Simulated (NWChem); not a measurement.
**CF (SMILES [C]F) at UMP2/cc-pVTZ**

Aim: the vertical doublet–quartet gap of CF at UMP2/cc-pVTZ, from 2 runs. 

Program for the calculation: NWChem 7.3.0.

2 further runs of the same task are left out: 2 set aside as unsound or not needed.

### Step 1. The system as given

The species is CF (2 atoms), meant as a doublet with charge 0. SMILES: `[C]F`. The shape is that of a PBE0-D4/def2-TZVP optimisation.

Bond lengths: C1–F2 1.268 Å.

### Step 2. Energy and gradient at UMP2/cc-pVTZ

The input, a.nw:

```
start a
title "CF mp2"
memory 2200 mb

geometry units angstroms noautosym nocenter noautoz
   C        0.000000       0.000000       0.003080
   F        0.000000       0.000000       1.271320
end

basis spherical bse
   * library cc-pVTZ
end

scf
   doublet
   uhf
   thresh 1e-08
   maxiter 80
end

mp2
   freeze core 2
   tight
end

task mp2 gradient
```

Run with:

```bash
$ nwchem a.nw > a.out
```

What it wrote:

```text
[...]
  functions       =    60
[...]
  wavefunction    = UHF
[...]
         Total SCF energy =   -137.225043204969
      One electron energy =   -234.161014635660
      Two electron energy =     74.404296474860
 Nuclear repulsion energy =     22.531674955831
                       Sz =      0.5000
                 Sz(Sz+1) =      0.7500
                      S^2 =      0.7619
[...]
          Total MP2 energy          -137.577121149554
[...]
                         mp2 ENERGY GRADIENTS
    atom               coordinates                        gradient
                 x          y          z           x          y          z
   1 C       0.000000   0.000000   0.005820   -0.000000  -0.000000   0.004496
   2 F       0.000000   0.000000   2.402446    0.000000   0.000000  -0.004496
[...]
```

Wall time 44 s (1 thread of Intel Xeon at 2.50GHz (Skylake/Cascade Lake), shared host); peak memory 0.14 GiB.

### Step 3. The quartet: the energy at UMP2/cc-pVTZ

The input, run.py:

```python
from ase import Atoms
from ase.calculators.nwchem import NWChem

molecule = Atoms('CF', positions=[
    [-0.000000, 0.000000, 0.003080],
    [0.000000, -0.000000, 1.271320],
])

calc = NWChem(
    label='struct',
    theory='mp2',
    memory='2200 mb',
    basis='cc-pVTZ',
    basispar='spherical bse',
    scf={'nopen': '3', 'uhf': None, 'thresh': '1e-08', 'maxiter': '80'},
    mp2={'freeze': 'core 2', 'tight': None},
    task='energy',
)
molecule.calc = calc

e = molecule.get_potential_energy()
print(f"E = {e:.6f} eV")
```

Run with:

```bash
$ export ASE_NWCHEM_COMMAND="nwchem PREFIX.nwi > PREFIX.nwo"
$ python run.py
```

What it wrote:

```text
E = -3740.310087 eV
```

The calculator wrote struct.nwi:

```
title "struct"

permanent_dir struct

scratch_dir struct

start struct

geometry units angstrom nocenter noautosym noautoz
  C  -0.0000000000000000e+00 0.0000000000000000e+00 3.0799999999999998e-03
  F  0.0000000000000000e+00 -0.0000000000000000e+00 1.2713200000000000e+00
end

memory 2200 mb

basis spherical bse noprint
   * library cc-pVTZ
end

scf
  nopen 3
  uhf
  thresh 1e-08
  maxiter 80
end
mp2
  freeze core 2
  tight
end

task mp2 energy
```

struct.nwo:

```text
Northwest Computational Chemistry Package (NWChem) 7.3.0
             --------------------------------------------------------

           Job information
           ---------------

    nwchem branch   = 7.3.0
    use scalapack   = T
    input           = struct.nwi
    prefix          = struct.
    data base       = struct/struct.db
    status          = startup
    nproc           =        1

           Memory information
           ------------------

    heap     =     72089596 doubles =      550.0 Mbytes
    stack    =     72089601 doubles =      550.0 Mbytes
    global   =    144179200 doubles =     1100.0 Mbytes (distinct from heap & stack)
    total    =    288358397 doubles =     2200.0 Mbytes
    verify   = yes
    hardfail = no

           Directory information
           ---------------------

  0 permanent = struct
  0 scratch   = struct

                                NWChem Input Module
                                -------------------

                                      struct
                                      ------

 Scaling coordinates for geometry "geometry" by  1.889725989
 (inverse scale =  0.529177249)

                             Geometry "geometry" -> ""
                             -------------------------

 Output coordinates in angstroms (scale by  1.889725989 to convert to a.u.)

[... 13 lines left out ...]
            Nuclear Dipole moment (a.u.)
[... 57 lines left out ...]
 1-e energy   =    -234.229281
[... 7 lines left out ...]
         Quadratically convergent UHF
[... 15 lines left out ...]
       Final UHF  results
[... 3 lines left out ...]
      One electron energy =   -234.394469045159
[... 1 line left out ...]
 Nuclear repulsion energy =     22.531674955831
[... 31 lines left out ...]
          Final beta eigenvalues
[... 164 lines left out ...]
                     UHF Final Beta Molecular Orbital Analysis
[... 222 lines left out ...]
 Semi-direct pass number   1 of   1  for UHF alpha       at       13.5s
 Done moints_semi at       15.2s
 Done maket at       15.3s
 Done multipass loop at       15.3s

 GA uses MA = F    GA memory limited = T

 Available:
  local mem=  1.26D+08
 global mem=  1.44D+08
 local disk=  0.00D+00
   1 passes of   4:        4194304                      18139                   1350181.
   1 passes of   4: M    126154108           G      144172000           F     121959804.

 Semi-direct pass number   1 of   1  for UHF beta        at       15.4s
 Done moints_semi at       16.9s
 Done maket at       17.0s
 Done multipass loop at       17.0s

          -------------------------------------------
          SCF energy                -137.140891215518
          Correlation energy          -0.312970310354
          Singlet pairs                0.000000000000
          Triplet pairs                0.000000000000
          Total MP2 energy          -137.453861525872
          -------------------------------------------

          ---------------------------------------------------
                    Spin Component Scaled (SCS) MP2
          Same spin pairs                     -0.093452967780
          Same spin scaling factor             0.333333333333
          Opposite spin pairs                 -0.219517342573
          Opposite spin scaling fact.          1.200000000000
          SCS-MP2 correlation energy          -0.294571800348
          Total SCS-MP2 energy              -137.435463015866
          ---------------------------------------------------

 -----------------------
 Task  times  cpu:       16.9s     wall:       16.9s
 Total times  cpu:       17.0s     wall:       17.0s
```

Run time: 20 s. Hardware: 1 thread of Intel Xeon at 2.50GHz (Skylake/Cascade Lake), shared host; peak memory 0.12 GiB.

### Step 4. Outcome

At UMP2/cc-pVTZ, 2 core orbitals frozen:

```
                                                           quantity          value
                                              doublet: total energy  -137.57712 Eh
   doublet: dipole moment (of the density that the program reports)         0.79 D
doublet: HOMO energy (Hartree–Fock orbitals) (highest over α and β)      -10.78 eV
 doublet: LUMO energy (Hartree–Fock orbitals) (lowest over α and β)        1.98 eV
               doublet: correlation energy (2 core orbitals frozen)     -352.1 mEh
                         doublet: ⟨S²⟩ of the reference determinant          0.762
                                  doublet: largest force on an atom     0.231 eV/Å
                                              quartet: total energy  -137.45386 Eh
quartet: HOMO energy (Hartree–Fock orbitals) (highest over α and β)      -11.51 eV
 quartet: LUMO energy (Hartree–Fock orbitals) (lowest over α and β)        0.10 eV
               quartet: correlation energy (2 core orbitals frozen)     -313.0 mEh
                         quartet: ⟨S²⟩ of the reference determinant          3.756
                   vertical energy of the quartet above the doublet       3.354 eV
```

**Reading.** At this shape the quartet lies 3.35 eV (324 kJ/mol) above the doublet.
